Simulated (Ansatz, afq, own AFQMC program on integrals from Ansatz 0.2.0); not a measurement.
CHB, triplet in 6-31G, levels against full CI

```xyz
3

B     0.0000    0.0000    0.3738
C     0.0000    0.0000   -1.9262
H     0.0000    0.0000    1.5525
```

Connectivity, by distances: BH ··· C.

Basis 6-31G. Only valence electrons are correlated. Ansatz 0.2.0 and our own AFQMC program on the same integrals; the CISD trial comes from CCSD amplitudes, and released means the phaseless constraint is let go. Error bars are statistical, one sigma.

Determinant: UHF, the one that the program's search chose, which needn't be the lowest solution. The geometry is a point of a scan.

Full CI on the same integrals is exact in this basis and with this determinant's frozen core.

Cautions: lower spins were not checked; strong correlation (T1 0.121, weight of the determinant 0.68, largest double 0.13); unrestricted determinant spin contaminated (⟨S²⟩ 2.23 against 2.00); CCSD(T) is in doubt: in a space of 8 electrons in 9 natural orbitals full CI lies 84 meV below it; the released energies are still falling, so no released level is given (meV from the phaseless value at times in 1/Eh: -15 ± 9 at 0.24, -34 ± 8 at 0.51, -48 ± 21 at 0.99, -72 ± 12 at 1.62, 37 ± 137 at 2.40).

* T1 diagnostic: 0.1205
* weight of the determinant in the CISD state: 0.679
* ⟨S²⟩ of the determinant: 2.229
* size of the correlated space: 8 electrons in 18 orbitals

```tsv
level	correlation energy (eV)
MP2	-1.8357
CCSD	-3.0957
CCSD(T)	-3.2565
```

(1) Estimate where full CI lies against CCSD(T) on the same integrals.

(1) 9.8 kJ/mol below CCSD(T).

Reference: full CI, correlation energy -3.358 eV. The cautions show a poor starting determinant, so the rows tell how each method copes with it here, and full CI is the sure value.

```
        level  E − E(reference) (kJ/mol)  share of correlation (%)
      CCSD(T)                        9.8                     96.99
        CCSDT                        0.3                     99.91
     CCSDT(Q)                       -3.3                    101.02
       CCSDTQ                       -0.1                    100.02
ph-AFQMC/CISD                 11.2 ± 0.6                     96.54
```

CCSDT and higher add their correlation energy to the determinant of the CCSD(T) run, since their own runs factorise the integrals more tightly (a shift of under 2 meV).
